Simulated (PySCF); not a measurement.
Molecule: dimethylformamide (SMILES CN(C)C=O).

Geometry:
| atom | x (Å) | y (Å) | z (Å) |
| --- | --- | --- | --- |
| C1 | 1.335 | 0.049 | 0.321 |
| N2 | -0.052 | 0.128 | -0.040 |
| C3 | -0.839 | -1.077 | 0.011 |
| C4 | -0.631 | 1.299 | -0.421 |
| O5 | -1.789 | 1.443 | -0.736 |
| H6 | 1.793 | 1.046 | 0.248 |
| H7 | 1.462 | -0.312 | 1.357 |
| H8 | 1.889 | -0.635 | -0.346 |
| H9 | -1.866 | -0.821 | -0.280 |
| H10 | -0.444 | -1.840 | -0.681 |
| H11 | -0.844 | -1.503 | 1.029 |
| H12 | 0.103 | 2.142 | -0.411 |

Geometry PBE0-D3(BJ)/def2-SVP throughout; GIAO in PySCF 2.14.0 with density-fitted response routines, gas phase, one conformer, non-relativistic; equivalent atoms averaged; basis pcSseg-2.

For orientation, LC-wPBE gives these shifts δ (against TMS, NH3, H2O at the same level): C4 175.6, C1 36.9, C3 30.3, N2 115.1, O5 402.9, H12 7.93, H9/H10/H11 2.80, H6/H7/H8 2.74 ppm.

A run gave: C4 172.9, C1 34.9, C3 28.8, N2 95.5, O5 383.9, H12 7.67, H9/H10/H11 2.83, H6/H7/H8 2.72 ppm (shifts δ (against TMS, NH3, H2O at the same level)).

Task: Which functional was used in that run?
A. PBE0
B. WP04
C. B97-D
D. BLYP
E. HF

Result: E. N2 tells them apart best: HF gives 95.5, BLYP gives 135.5, PBE0 gives 123.6, B97-D gives 128.2, WP04 gives 125.1 ppm.
